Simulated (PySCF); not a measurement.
Computed data sheet: `CCSCF`

Species: C3H7FS.
Atom-mapped SMILES: `[CH3:1][CH2:2][S:3][CH2:4][F:5]` (hydrogens: H6, H7, H8 on C1; H9, H10 on C2; H11, H12 on C4)

Structure used (GFN2-xTB), in Å, numbered top down from 1:
```xyz
12
C3H7FS angstrom
C     -1.4659   -0.3981    0.2107
C     -0.6921    0.8775    0.4798
S      0.8188    0.5933    1.4688
C      1.8513   -0.2692    0.2584
F      1.5154   -1.5840    0.1142
H     -2.3913   -0.1636   -0.3120
H     -1.7097   -0.8944    1.1470
H     -0.8882   -1.0859   -0.4019
H     -0.3900    1.3745   -0.4431
H     -1.2777    1.5722    1.0812
H      2.8798   -0.2282    0.6221
H      1.7506    0.2052   -0.7217
```

Among its groups: sulfide and C–F bond.

GFN2-xTB geometry:

```yaml
Point_group_of_the_GFN2-xTB_geometry: C1
Rotational_constants_A_B_C_of_the_GFN2-xTB_geometry: 5.116, 3.081, 2.159 GHz
```

**PBE0/pcSseg-1 ground state and GIAO shieldings, non-relativistic (PySCF)**

```yaml
Dipole_moment: 1.87 D
HOMO_energy: -6.93 eV
LUMO_energy: 1.01 eV
HOMO–LUMO_gap: 7.94 eV
Lowest_Hirshfeld_atomic_charge: -0.13 e on C1
Highest_Hirshfeld_atomic_charge: +0.05 e on H10/H11/H12
13C_chemical_shifts_computed_TMS_as_zero_by_class: 97.2 (C4), 37.8 (C2), 21.3 (C1) ppm
1H_chemical_shifts_computed_TMS_as_zero_by_class: 5.76 (H11/H12), 2.63 (H9/H10), 1.47 (H6/H7/H8) ppm
Isotropic_shieldings_of_nuclei_other_than_C_and_H_by_class: 378 (F5), 434 (S3) ppm
Mayer_bond_orders_between_heavy_atoms: C1–C2 1.02, C2–S3 1.01, S3–C4 1.04, C4–F5 0.89
```

Monoisotopic mass from the formula: 94.0252 u.

In atomic units the dipole is 0.73 e·bohr (1 au = 2.5417 D). The rotational constants make it an asymmetric top with κ = (2B − A − C)/(A − C) = -0.38, nearer the prolate limit (−1). A dipole of 1.87 D is allowed in C1, and pure rotational transitions are dipole-allowed. With B = h/(8π²I), that is 505.379 GHz u Å² over I, the principal moments of inertia are 98.8, 164.0 and 234.1 u Å² (most abundant isotopes).

Geometry: GFN2-xTB, one conformer, isolated molecule. NMR classes are plain means over equivalent atoms (diastereotopic ones count apart unless rotation or inversion swaps them), as if these changed places fast; in this geometry the members of some classes differ.

For the NMR shielding job (PBE0/pcSseg-1), on x86-64 server, one thread (shared host), this took 22 s.
